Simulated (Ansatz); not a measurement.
TO phonon frequency at L of zinc-blende GaP at several levels of theory

No measured value is used here.

| level (code) | value (cm⁻¹) | cell (Å³/atom) |
|---|---|---|
| LDA (Ansatz) | 363 | 19.59 |
| PBE (Ansatz) | 342 | 20.87 |
| r²SCAN (Ansatz) | 358 | 20.25 |
| B3LYP (VWN-RPA form) (Ansatz) | 344 | 21.15 |
| Hartree–Fock (Ansatz) | … | 21.35 |

**Question.** Complete the blanks.

**Answer.** 
- Hartree–Fock (Ansatz, an electronic-structure program), value (cm⁻¹): 368

Each level is taken at its own relaxed cell. Cutoffs and k meshes differ between the levels. Ansatz's density-functional and Hartree–Fock values are scalar-relativistic unless marked +SOC, with PAW data made under PBE.
